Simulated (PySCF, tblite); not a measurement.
CH6PSi (charge -1).
Bonds: Si1–C2, C2–P3. Hydrogens: H4, H5, H6 on Si1; H7, H8 on C2; H9 on P3.

Structure optimised with GFN2-xTB, isolated species.

(1) List the bond lengths and angles at this level.

Answers

(1) 
```tsv
bond	length (Å)
Si1–C2	1.880
C2–P3	1.870
Si1–H4	1.490
Si1–H5, Si1–H6	1.467
C2–H7, C2–H8	1.093
P3–H9	1.368
```

Bonds in one row agree within 0.01 Å and their mean is given. A selection of angles:
```tsv
angle	degrees
C2–Si1–H4	110.7
C2–Si1–H5	113.1
H4–Si1–H5	104.5
H4–Si1–H6	105.8
H5–Si1–H6	109.2
Si1–C2–P3	109.5
Si1–C2–H7	110.8
Si1–C2–H8	112.9
P3–C2–H7	105.9
P3–C2–H8	110.0
H7–C2–H8	107.5
C2–P3–H9	93.7
```

P3 (phosphorus bonded to C and H) is bent (angle 93.7°). Si1 (SiH3 silicon) is distorted tetrahedral (angles from 104.5° to 113.1°).

Its GFN2-xTB frequencies are all real (lowest 126 cm⁻¹). Torsions: Si1–C2–P3–H -66°.

One conformer stands for the species.

All values are computed, not measured.
